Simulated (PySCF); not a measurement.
## Atomic charges by several schemes

Compound: C4H11OP.
Geometry (GFN2-xTB, Å), atoms numbered from 1 in this order:
```
atom  x, y, z in Å
C1    -2.302    0.365   -0.106
C2    -1.545   -0.885    0.310
P3     0.237   -0.870   -0.113
O4     0.911   -2.147    0.134
C5     1.019    0.560    0.730
C6     2.488    0.596    0.336
H7    -1.989    1.224    0.483
H8    -3.371    0.225    0.037
H9    -2.123    0.584   -1.157
H10   -1.611   -1.057    1.389
H11   -1.951   -1.775   -0.181
H12    0.247   -0.482   -1.457
H13    0.515    1.489    0.465
H14    0.913    0.394    1.806
H15    2.587    0.769   -0.735
H16    3.020    1.382    0.867
H17    2.950   -0.362    0.568
```

Density: PBE0/pcSseg-1 (PySCF); schemes: Mulliken, IAO, Hirshfeld and ESP-fitted. Isolated species at its GFN2-xTB geometry (one conformer only).

**Question.** Tabulate the Mulliken, IAO, Hirshfeld and ESP-fitted charges.

**Answer.** In e; atoms taken as equivalent share a row and are averaged (×n: the atom named and its like, n in all):

```tsv
atom	environment	Mulliken	IAO	Hirshfeld	ESP-fitted
C1/C6	methyl carbon	-0.288	-0.419	-0.115	-0.277
C2/C5	sp3 carbon bound to phosphorus	-0.514	-0.514	-0.109	-0.147
P3	phosphoryl phosphorus	+0.826	+1.416	+0.413	+0.736
O4	phosphoryl oxygen	-0.618	-0.932	-0.410	-0.653
H7 (×6)	methyl hydrogen	+0.127	+0.147	+0.044	+0.085
H10/H13	methylene hydrogen	+0.154	+0.151	+0.047	+0.064
H11/H14	methylene hydrogen	+0.162	+0.158	+0.051	+0.090
H12	P–H hydrogen	-0.002	-0.119	-0.014	-0.051
```

Mean size of the charges over all atoms: IAO 0.343 e, Mulliken 0.261 e, ESP-fitted 0.183 e, Hirshfeld 0.102 e. Each set sums to the total charge, 0, to within 0.001 e. The IAO scheme counts the electrons in orthogonalised intrinsic atomic orbitals, a minimal basis polarised so that it spans the occupied orbitals exactly. The Hirshfeld scheme weights the molecular density at each point by an atom's share of the summed free-atom densities.

Some averages cover members that differ in this geometry: C2/C5, ESP-fitted -0.230 to -0.064; C1/C6, ESP-fitted -0.336 to -0.217; H7 (×6), ESP-fitted +0.051 to +0.122; H10/H13, ESP-fitted +0.041 to +0.087 e.

Lowest charge. All schemes agree: Mulliken O4 (-0.618); IAO O4 (-0.932); Hirshfeld O4 (-0.410); ESP-fitted O4 (-0.653).

Highest charge. All schemes agree: Mulliken P3 (+0.826); IAO P3 (+1.416); Hirshfeld P3 (+0.413); ESP-fitted P3 (+0.736).

**Question.** Sum the charges by element, for elements with more than one atom.

**Answer.** 
| element | atoms | Mulliken | IAO | Hirshfeld | ESP-fitted |
| --- | --- | --- | --- | --- | --- |
| C | 4 | -1.602 | -1.866 | -0.447 | -0.847 |
| H | 11 | +1.393 | +1.383 | +0.444 | +0.764 |

**Question.** How closely do the schemes follow one another over all atoms?

**Answer.** Correlation coefficient and root-mean-square difference: Hirshfeld with ESP-fitted 0.98, 0.124 e; Mulliken with IAO 0.98, 0.171 e; IAO with Hirshfeld 0.97, 0.335 e; IAO with ESP-fitted 0.96, 0.233 e; Mulliken with Hirshfeld 0.93, 0.202 e; Mulliken with ESP-fitted 0.91, 0.143 e.

**Question.** How many electrons does the IAO scheme count on C5?

**Answer.** Its own charge is -0.514 e, so Z − q = 6.514.
